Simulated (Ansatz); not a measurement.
# C2H5S, SMILES [CH2]CS: a rigid scan of one bond length

With Ansatz 0.2.0 through its Python package.

Typed at the interpreter:
```pycon
>>> from dataclasses import dataclass
>>> import warnings
>>> import ansatz as az
>>> import numpy as np
>>> @dataclass
... class Settings:
...     basis_set: str = "cc-pVDZ"
...     method: str = "mp2"
...
>>> cfg = Settings()
>>> warnings.simplefilter("ignore", az.DeckWarning)
>>> geometry_ang = [
...     ("C", (-0.5343, 0.2533, -0.7887)),
...     ("C", (0.5993, 0.1181, 0.0722)),
...     ("S", (0.0284, -0.2281, 1.745)),
...     ("H", (-1.2432, 1.077, -0.5887)),
...     ("H", (-0.6614, -0.2636, -1.7452)),
...     ("H", (1.2147, 1.043, 0.0642)),
...     ("H", (1.2426, -0.709, -0.2812)),
...     ("H", (-0.5538, -1.3478, 1.4665)),
... ]
>>> mol = az.Crystal.molecule()
>>> for symbol, xyz in geometry_ang:
...     mol = mol.atom(symbol, xyz)
...
>>> symbols = [site.symbol for site in mol.cartesian_sites]
>>> start = np.array([site.position_ang for site in mol.cartesian_sites])
>>> axis = (start[5] - start[1]) / np.linalg.norm(start[5] - start[1])
>>> moving = [5]
>>> lengths, energies = [0.978, 1.022, 1.067, 1.111, 1.155, 1.2, 1.244, 1.311], []
>>> for length in lengths:
...     xyz = start.copy()
...     xyz[moving] += (length - np.linalg.norm(start[5] - start[1])) * axis
...     point = az.Crystal.molecule()
...     for symbol, xyz in zip(symbols, xyz):
...         point = point.atom(symbol, xyz.tolist())
...     calculation = (
...         point.calculation()
...         .basis(gaussian=cfg.basis_set)
...         .correlation(cfg.method, electrons="all")
...         .spin("collinear", total=1)
...     )
...     r = calculation.run().report
...     energies.append(r["free_energy_ev"])
...     print(f"r = {length:6.3f} A  E = {energies[-1]:.5f} eV  <S^2> = {abs(r['mean_field']['state']['spin_squared']):.3f}")
...
r =  0.978 A  E = -12966.78982 eV  <S^2> = 0.764
r =  1.022 A  E = -12967.00034 eV  <S^2> = 0.764
r =  1.067 A  E = -12967.10914 eV  <S^2> = 0.764
r =  1.111 A  E = -12967.13433 eV  <S^2> = 0.764
r =  1.155 A  E = -12967.09736 eV  <S^2> = 0.764
r =  1.200 A  E = -12967.01021 eV  <S^2> = 0.765
r =  1.244 A  E = -12966.88837 eV  <S^2> = 0.766
r =  1.311 A  E = -12966.65318 eV  <S^2> = 0.768
>>> fit = np.polynomial.Polynomial.fit(lengths, np.array(energies) - min(energies), 4).convert()
>>> roots = [r.real for r in fit.deriv().roots() if abs(r.imag) < 1e-9 and fit.deriv(2)(r.real) > 0]
>>> r_e = min(roots, key=lambda r: abs(r - lengths[int(np.argmin(energies))]))
>>> print(f"minimum of the fit at {r_e:.4f} A, force constant {fit.deriv(2)(r_e):.2f} eV/A^2")
minimum of the fit at 1.1049 A, force constant 33.32 eV/A^2
```

These settings explore the input space; basis and method may be short of convergence. The rest of the molecule is held rigid at a force-field or estimated start geometry, and the basis set is modest; single-reference methods fail as a bond breaks. The species is open-shell (spin multiplicity 2). S² is that of the Hartree-Fock reference. Timing: 7.4 s on 1 thread of Arm Neoverse V2, on a shared host, peak memory 0.2 GiB.

(Lines on the test bed's own set-up are left out of the output.)
